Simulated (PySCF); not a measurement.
Gas-phase reaction: 4 SiH₃ + C₄H₆ (butadiene) = 4 H₂CSiH₂ + H₂

Method: PySCF energies (xtb for GFN2) plus ideal-gas RRHO corrections (1 bar). † marks an energy on the PBE0/def2-TZVP geometry and frequencies; other levels use their own. MP2 and CCSD(T) freeze the core. Open shells (unrestricted): SiH₃ (multiplicity 2); the rest are closed-shell singlets. GFN2 has no spin-polarisation term. H₂CSiH₂: computed as isolated molecules; such fragments, hydroxides, amides, oligomers or adducts are transient or little studied in the gas. MP2 isn't extrapolated to the basis-set limit. CCSD(T) isn't extrapolated to the basis-set limit.

CCSD(T)/def2-SVP† gives ΔH°(298 K) = -50 kJ.

Problem. What do MP2/def2-TZVPP†, PBE0/def2-QZVP†, GFN2-xTB give?

Solution. MP2/def2-TZVPP†: -114 kJ; PBE0/def2-QZVP†: -66 kJ; GFN2-xTB: -39 kJ. For scale, ΔH°(298 K) is -50 kJ at this level, -127 kJ at ωB97M-V/def2-TZVP†, and runs from -149 to 180 kJ over the 20 levels computed.
